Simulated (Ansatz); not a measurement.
`[CH]=C[SiH3]` radical, relaxed with UKS PBE0-D4/def2-TZVP in Ansatz from a PBE-D4/def2-SVP geometry. The force threshold is 0.005 eV/Å; the program also tests the step.

Total charge 0; spin multiplicity 2.

Start:

```xyz
8

C     0.191   -1.433    0.970
C     0.391   -0.165    0.662
Si   -0.370    0.646   -0.865
H     0.473   -2.161    1.745
H     1.029    0.477    1.316
H     0.716    1.232   -1.730
H    -1.281    1.772   -0.450
H    -1.149   -0.369   -1.649
```

Task: By how much does the energy fall, and how many steps does the optimiser take? (Estimate.)

Result: The calculation gave: 3.51 kJ/mol, in 6 steps.

Task: Which bonds change most? (Estimate.)

Result: Ansatz gave: C2–Si3 from 1.890 to 1.869 Å; C2–H5 from 1.117 to 1.098 Å; Si3–H7 from 1.507 to 1.488 Å; Si3–H6 from 1.507 to 1.488 Å.

Task: Give the relaxed structure. (Estimate.)

Result: The calculation gave: 
```xyz
8

C     0.201   -1.413    0.946
C     0.381   -0.155    0.662
Si   -0.366    0.639   -0.855
H     0.481   -2.134    1.702
H     0.991    0.470    1.327
H     0.711    1.196   -1.717
H    -1.253    1.764   -0.452
H    -1.146   -0.368   -1.614
```
